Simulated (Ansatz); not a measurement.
# CNO radical: how energies converge with the basis set

The task here is to estimate one member of a computed series from the others.

Program: Ansatz 0.2.0, Gaussian basis. Level of theory: one geometry, several basis sets. These are calculated values, not measurements.

The runs, in order: PBE0-D4/def2-SVP; ωB97M-V/def2-SVP; PBE0-D4/def2-QZVPP; ωB97M-V/def2-QZVPP; CCSD(T)/cc-pV(D+d)Z; CCSD(T)/cc-pV(T+d)Z; CCSD(T)/cc-pV(Q+d)Z; the functionals' def2-TZVPP values are taken from earlier runs.

## Structure used throughout

The geometry comes from an earlier relaxation with PBE0-D4 in a triple-zeta def2 set; it is a stationary point.

SMILES `[N]=C=O`, 3 atoms, charge 0, spin multiplicity 2.

Atoms are counted from 1 here; the program's logs count them from 0.

Bond lengths: N1–C2 1.222 Å, C2–O3 1.171 Å. Angles: N1–C2–O3 180.0°.

Set-up of the first run:

Input file in.yaml:

```yaml
crystal:
  periodic: [false, false, false]
  atoms:
    - {symbol: N, position_ang: [0.968211, 0.423135, 0.579240]}
    - {symbol: C, position_ang: [-0.013833, -0.006037, -0.008275]}
    - {symbol: O, position_ang: [-0.954378, -0.417098, -0.570964]}
basis:
  gaussian: {orbitals: def2-SVP}
magnetization: {spin_polarized: true, initial_magnetization: 1}
hamiltonian: {xc: pbe0, dispersion: d4}
output: {orbitals: {seedname: orbitals}}
```

Steps of the session up to this table: PBE0-D4 in def2-SVP; ωB97M-V in def2-SVP; PBE0-D4 in def2-QZVPP; ωB97M-V in def2-QZVPP.

One of the session's tables, all rows but one given; the rest of the session is left out.

It belongs to the step «Functionals by basis». 

```
functional       basis  HOMO (eV)  LUMO (eV)
   PBE0-D4    def2-SVP      -8.94      -5.73
   PBE0-D4  def2-TZVPP      -9.08      -5.83
   PBE0-D4  def2-QZVPP      -9.11      -5.86
   ωB97M-V    def2-SVP     -11.17      -3.41
   ωB97M-V  def2-TZVPP          ?          ?
   ωB97M-V  def2-QZVPP     -11.38      -3.63
```

**Question.** Estimate the row for ωB97M-V, def2-TZVPP.

As computed: HOMO (eV): -11.35; LUMO (eV): -3.59. In the column «HOMO (eV)» it lies between ωB97M-V, def2-QZVPP (-11.38) and ωB97M-V, def2-SVP (-11.17).
